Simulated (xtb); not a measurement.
Species: CH3, SMILES `[CH3]` (charge 0, multiplicity 2).

Problem. Give a relaxed geometry from GFN2-xTB run with xtb.

Solution. the end point of this relaxation (outside a Z-matrix the atoms follow the SMILES, hydrogens last).
Cartesian coordinates (Å) in one orientation:
```xyz
4

C      0.000     0.000     0.000
H      1.049    -0.197     0.001
H     -0.695    -0.810     0.000
H     -0.354     1.007    -0.001
```
